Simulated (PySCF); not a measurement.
Ligands exchanged one at a time, Si F-SH. Isolated molecules, 0 K electronic values unless said otherwise. One relaxed conformer stands for each flexible species; it need not be the lowest. Strings in code marks are SMILES. All members: neutral, multiplicity 1. Level: TPSSh-D3(BJ)/def2-TZVP // PBE0-D3(BJ)/def2-TZVP (PySCF), beside PBE-D3(BJ)/def2-TZVP // PBE0-D3(BJ)/def2-TZVP (PySCF) at the same geometries.  Orbital energies are measured against the vacuum level.

```tsv
species	HOMO, PBE (eV)	HOMO, TPSSh-D3(BJ) (eV)
`F[Si](F)(F)F`	-10.59	withheld
`F[Si](F)(F)S`	-7.22	-7.84
`F[Si](F)(S)S` (S–Si–S–H torsion 49°, S–Si–S–H torsion 49°)	-6.84	-7.44
`F[Si](S)(S)S`	-6.54	-7.13
`S[Si](S)(S)S`	-6.39	-6.98
```

### Question
Fit y = a + b·x, y being the HOMO at the first level, to the 4 complete rows by least squares, with x = the PBE value in eV. Give a, b and the rms residual, and predict the withheld value.

### Answer
Means of the 4 rows: x̄ = -6.7475, ȳ = -7.3475 eV. Σ(x − x̄)² = 0.40267 and Σ(x − x̄)(y − ȳ) = 0.41777, so b = 1.037 and a = ȳ − b·x̄ = -0.350 eV. The rms residual is 0.003 eV. At x = -10.59 the line gives -11.33 eV, outside the range of the fitted rows. The run for `F[Si](F)(F)F` gave -11.59 eV, so the line is off by 0.26 eV, more than twice the rms residual.

Codes: PySCF.
